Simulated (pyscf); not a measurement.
Routes from HO–SiH(OH)–OH + hydrogen fluoride (HF)

Candidate steps break at most two bonds and form at most two. Each was searched with GFN2-xTB (tblite) first. Single points on ωB97X-D3(BJ)/def2-SVP structures (PySCF, gas phase). Energies: ωB97M-D3(BJ)/def2-TZVP, eV, from the separated reactants, singlet surface; ΔG‡ with ideal gas, 1 atm, RRHO with modes under 100 cm⁻¹ raised to 100, one conformer, R ln 2 for chiral ones without a mode under 150 cm⁻¹.

```
products                              type   ΔE‡     ΔE  ΔG‡ 298 K  ΔG‡ 900 K  ν‡ (cm⁻¹)
--------------------  --------------------  ----  -----  ---------  ---------  ---------
H₂O + HO–SiH(OH)–F    four-centre exchange  0.50  -0.46       1.01       2.06       571i
HO–Si(OH)(OH)–F + H₂  four-centre exchange  1.03  -1.47       1.49       2.52      1008i
```

Row 1: On the reactant side the descent ends in a bound adduct, 0.47 eV under the separated species and 1.00 eV under the saddle at ωB97X-D3(BJ)/def2-TZVP. Row 2: On the reactant side the descent ends in a complex, 0.19 eV under the separated species and 1.25 eV under the saddle at ωB97X-D3(BJ)/def2-TZVP. 

Plain bond fissions and candidates not yet searched are not listed, and one of them may be faster. Each barrier is that of the saddle found; lower ones may exist.
